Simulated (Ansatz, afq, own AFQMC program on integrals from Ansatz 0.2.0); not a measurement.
**HBrO, triplet in cc-pVTZ, levels against CCSDT(Q)**

```
atom   x (Å)   y (Å)    z (Å)
  Br  0.0000  0.0000  -1.4590
   H  0.0000  0.0000   0.1600
   O  0.0000  0.0000   1.2990
```

Connectivity, by distances: Br ··· O, 1 bridging H.

Basis cc-pVTZ. Only valence electrons are correlated. Integrals, coupled cluster, full CI and functionals: Ansatz 0.2.0; the random walks run on the same integrals in our own AFQMC program. The CISD trial takes its coefficients from CCSD amplitudes. Released means that phaseless walkers are propagated on without the constraint, phases kept. ± is one standard error of the sampling. No spin–orbit coupling.

Determinant: UHF, the one that the program's search chose, which needn't be the lowest solution. The geometry is a point of a scan.

No full CI on the walks' own integrals is used here; CCSDT(Q) serves as the reference and is uncertain by about the last step of the cluster series.

Cautions: no relativity below Rb; no spin-orbit coupling; inner d shell frozen; lower spins were not checked; unrestricted determinant slightly spin contaminated (⟨S²⟩ 2.07 against 2.00); the released energies are still falling, so no released level is given (meV from the phaseless value at times in 1/Eh: -12 ± 4 at 0.24, -20 ± 5 at 0.51, -23 ± 5 at 0.99, -34 ± 9 at 1.62, -56 ± 13 at 2.40), though the last usable value meets CCSDT(Q) within the noise.

* T1 diagnostic: 0.0196
* weight of the determinant in the CISD state: 0.872
* ⟨S²⟩ of the determinant: 2.069
* size of the correlated space: 14 electrons in 72 orbitals

Reference: CCSDT(Q), correlation energy -10.746 eV.

| level | E − E(reference) (mEh) | share of correlation (%) |
| --- | --- | --- |
| HF | 394.91 | 0.00 |
| MP2 | 50.37 | 87.24 |
| CCSD | 14.51 | 96.33 |
| CCSD(T) | 1.78 | 99.55 |
| CCSDT | 0.61 | 99.84 |
| ph-AFQMC/CISD | 1.23 ± 0.19 | 99.69 |

A walk keeps the symmetry of its determinant, which the program's search chose and which needn't be the lowest solution, so a lower state of the same spin and another symmetry isn't excluded.
